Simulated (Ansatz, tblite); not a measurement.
**The cluster Au₂S: one state, many levels**

One table from this session's results is given with a row withheld; the runs are named, their logs left out.

Computed with Ansatz 0.2.0, Gaussian basis. Level: as each input shows.

Levels to be run: GFN1-xTB, GFN2-xTB, PBE-D4/def2-TZVP, r2SCAN-D4/def2-TZVP, B2PLYP/def2-TZVP, BLYP-D4/def2-TZVP, LC-ωPBE/def2-TZVP, CAM-B3LYP-D4/def2-TZVP, B97M-V/def2-TZVP, PBE+5HF/def2-TZVP, PBE+10HF/def2-TZVP, PBE+15HF/def2-TZVP, PBE+35HF/def2-TZVP, PBE+50HF/def2-TZVP, PBE-D4/def2-SVP, PBE0-D4/def2-SVP, PBE0-D4/def2-TZVPD, PBE-D4/def2-TZVPD, r2SCAN-D4/def2-TZVPD, CCSD(T)/def2-TZVPP, MP2/def2-TZVP, RPA/def2-TZVP.

**The structure**

The singlet was relaxed beforehand with PBE-D4/def2-TZVP. At that level it is the lowest of the isomers that a small search found.

3 atoms, charge 0, spin multiplicity 1.

Bond lengths: Au1–S3 2.233 Å, Au2–S3 2.233 Å. Angles: Au1–S3–Au2 92.5°.

Au takes a core potential in the def2 sets. No spin-orbit coupling is included.

PBE0-D4/def2-TZVP was run before; its log isn't repeated, and its numbers join the tables.

Set-up of the first run:

Tight binding, by tblite at 300 K electronic temperature and without a spin-polarisation term:

```python
tblite.interface.Calculator('GFN1-xTB', numbers, positions, charge=0, uhf=0).singlepoint()
```

Tight binding, by tblite at 300 K electronic temperature and without a spin-polarisation term:

```python
tblite.interface.Calculator('GFN2-xTB', numbers, positions, charge=0, uhf=0).singlepoint()
```

start.molden holds the orbitals of an earlier run on this state, given as this run's starting guess.

Contents of in.yaml:

```yaml
crystal:
  periodic: [false, false, false]
  atoms:
    - {symbol: Au, position_ang: [-0.611117, -1.536639, 0.367011]}
    - {symbol: Au, position_ang: [1.402107, 0.878265, -0.363571]}
    - {symbol: S, position_ang: [-0.790979, 0.658374, -0.003430]}
basis:
  gaussian: {orbitals: def2-TZVP, initial_orbitals: start.molden}
hamiltonian: {xc: pbe, dispersion: d4}
scf: {omitted_lower_state_checks: [starts]}
output: {orbitals: {seedname: orbitals}}
```

Command:

```console
ansatz run in.yaml --threads 4 --pin off --events-out ev --progress --plain --max-ram 3916MiB
```

Steps of the session up to this table: PBE-D4/def2-TZVP; r2SCAN-D4/def2-TZVP; B2PLYP/def2-TZVP; BLYP-D4/def2-TZVP; LC-ωPBE/def2-TZVP; CAM-B3LYP-D4/def2-TZVP; B97M-V/def2-TZVP; PBE+5HF/def2-TZVP; PBE+10HF/def2-TZVP; PBE+15HF/def2-TZVP; PBE+35HF/def2-TZVP; PBE+50HF/def2-TZVP; PBE-D4/def2-SVP; PBE0-D4/def2-SVP; PBE0-D4/def2-TZVPD; PBE-D4/def2-TZVPD; r2SCAN-D4/def2-TZVPD; CCSD(T)/def2-TZVPP; MP2/def2-TZVP; RPA/def2-TZVP.

One of the session's tables, all rows but one given; the rest of the session is left out.

| level | HOMO (eV) | LUMO (eV) | gap (eV) |
| --- | --- | --- | --- |
| PBE-D4/def2-SVP | -5.37 | -3.96 | 1.41 |
| PBE-D4/def2-TZVP | -5.38 | -4.01 | 1.37 |
| PBE-D4/def2-TZVPD | -5.40 | -4.02 | 1.38 |
| BLYP-D4/def2-TZVP | -5.29 | -3.99 | 1.30 |
| r2SCAN-D4/def2-TZVP | -5.51 | -3.79 | 1.72 |
| r2SCAN-D4/def2-TZVPD | -5.52 | -3.79 | 1.73 |
| B97M-V/def2-TZVP | -5.51 | -3.83 | 1.67 |
| PBE0-D4/def2-SVP | -6.35 | -3.04 | 3.31 |
| PBE0-D4/def2-TZVP | -6.35 | -3.08 | 3.26 |
| PBE0-D4/def2-TZVPD | -6.36 | -3.08 | 3.27 |
| CAM-B3LYP-D4/def2-TZVP | ? | ? | ? |
| LC-ωPBE/def2-TZVP | -8.61 | -0.93 | 7.68 |
| PBE+5HF/def2-TZVP | -5.57 | -3.83 | 1.75 |
| PBE+10HF/def2-TZVP | -5.77 | -3.64 | 2.13 |
| PBE+15HF/def2-TZVP | -5.96 | -3.45 | 2.51 |
| PBE+35HF/def2-TZVP | -6.73 | -2.72 | 4.01 |
| PBE+50HF/def2-TZVP | -7.31 | -2.17 | 5.13 |

**Question.** Estimate the row for CAM-B3LYP-D4/def2-TZVP.

The run gave: HOMO (eV): -7.57; LUMO (eV): -2.21; gap (eV): 5.36. In the column «HOMO (eV)» it lies between LC-ωPBE/def2-TZVP (-8.61) and PBE+50HF/def2-TZVP (-7.31).
